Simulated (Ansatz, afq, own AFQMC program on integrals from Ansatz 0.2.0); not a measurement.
AFQMC on a folder of integrals that Ansatz 0.2.0 wrote.

```yaml
crystal:
  periodic: [false, false, false]
  atoms:
    - {symbol: B, position_ang: [0.000000, 0.000000, 0.752901]}
    - {symbol: B, position_ang: [0.000000, 0.000000, -1.009563]}
    - {symbol: H, position_ang: [0.000000, 1.023985, 1.376457]}
    - {symbol: H, position_ang: [0.000000, -1.023985, 1.376457]}
basis:
  gaussian: {orbitals: cc-pVTZ}
magnetization: {spin_polarized: true, initial_magnetization: 2}
correlation: {method: ccsd_t, electrons: outside_noble_gas, hamiltonian_folder: ham}
```

```sh
$ ansatz run in.yaml --threads 1 --pin off --events-out ev --progress --plain --max-ram 24576MiB --backend cuda --devices 0, --max-vram 18GiB
```

Options of the walk:

```
--method phaseless --trial hf --walkers 800 --populations 10 --least-time 40 --time-step 0.005 --steps-per-block 20 --equilibration-blocks 112 --max-blocks 4000 --target-error 0.0008500 --factor-cut 1e-05 --start spin_pure --seed 2364 --taylor-order 6
```

Times are imaginary, in 1/Eh. The walk had a cap of 91 s. With eight or more populations the least sampling time is a fifth of least-time, and the error comes from their spread.

afq prints:

```
orbitals 86  electrons 5 3  factors 507 of 507
reference energy -50.39398588 Eh
CCSD correlation -0.17821251 Eh in 12 cycles, weight of the determinant in the CISD state 0.8834
energy of the start -50.394030 Eh
 block  time / (1/Eh)  mean weight  energy / Eh
     1     0.100  1.0002  -50.432981
     2     0.200  1.0010  -50.461220
     3     0.300  1.0013  -50.482369
     4     0.400  1.0011  -50.498655
     5     0.500  1.0001  -50.508807
     7     0.700  1.0007  -50.524981
     9     0.900  1.0002  -50.538830
    15     1.500  0.9998  -50.561217
    29     2.900  1.0001  -50.572015
    43     4.300  1.0007  -50.583197
    57     5.700  0.9993  -50.576007
    71     7.100  1.0004  -50.581363
    85     8.500  1.0009  -50.579810
    99     9.900  1.0000  -50.573561
   113    11.300  1.0008  -50.577821
   127    12.700  1.0006  -50.579101
   141    14.100  1.0002  -50.563854
   155    15.500  0.9997  -50.579022
   169    16.900  1.0001  -50.581517
   183    18.300  0.9998  -50.577081
   197    19.700  1.0001  -50.573299
   211    21.100  1.0006  -50.589785
   218    21.800  1.0007  -50.605448
   225    22.500  0.9992  -50.577532
   239    23.900  1.0002  -50.588494
   253    25.300  0.9994  -50.581088
   267    26.700  0.9993  -50.574553
   281    28.100  0.9997  -50.570496
error from the spread of 10 populations
energy -50.580241 +/- 0.000839 Eh
(rows thinned)
```

The run passed its tests (sampling time, drift between the halves within three errors, error under three times the target), which doesn't prove that it has relaxed. The second half of the sampling lies below the first by 2.5 errors of their difference, so the energy may still be moving and its error bar be too small.

Against this walk (error 22.8 meV) on the same determinant: CCSD(T) 32.1 meV higher (within the noise), CCSDT(Q) 18.4 meV lower (within the noise), a separate phaseless walk with a CISD trial and standard settings 2.7 ± 23.2 meV lower (within the noise). The error is statistical and leaves out the bias of the constraint.

Cautions: constraint bias not in the error.

The walk took 25 s on 1 × NVIDIA H100 80GB HBM3 with 2 threads of AMD EPYC 7R13 Processor (Zen 3), with other jobs on the host (the card was shared). The log's last line is the phaseless energy.

CCSDT and higher add their correlation energy to the determinant of the CCSD(T) run, since their own runs factorise the integrals more tightly (a shift of under 2 meV). A walk keeps the symmetry of its determinant, which the program's search chose and which needn't be the lowest solution, so a lower state of the same spin and another symmetry isn't excluded.
